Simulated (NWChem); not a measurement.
System: formaldehyde (CH$_{2}$O); SMILES C=O

Computed with NWChem. The geometry was optimised at PBE-D3(BJ)/def2-SVP. Vertical excitations in the gas phase; the lowest state need not have the same character in each row.

```json
[
 {"level": "PBE/def2-SVPD, TDA", "lowest excitation, singlet (eV)": "3.86", "oscillator strength of that lowest state": "0.000", "lowest state with f > 0.02, singlet (eV)": "6.55", "oscillator strength of that bright state": "0.042", "orbital gap (eV)": "3.58"},
 {"level": "B3LYP/def2-SVPD, TDA", "lowest excitation, singlet (eV)": "3.97", "oscillator strength of that lowest state": "0.000", "lowest state with f > 0.02, singlet (eV)": "7.15", "oscillator strength of that bright state": "0.044", "orbital gap (eV)": "5.92"},
 {"level": "CAM-B3LYP/def2-SVPD, TDA", "lowest excitation, singlet (eV)": "3.97", "oscillator strength of that lowest state": "0.000", "lowest state with f > 0.02, singlet (eV)": "7.46", "oscillator strength of that bright state": "0.036", "orbital gap (eV)": "9.17"},
 {"level": "PBE0/def2-SVPD, TDA", "lowest excitation, singlet (eV)": "3.99", "oscillator strength of that lowest state": "0.000", "lowest state with f > 0.02, singlet (eV)": "7.40", "oscillator strength of that bright state": "0.046", "orbital gap (eV)": "6.46"}
]
```
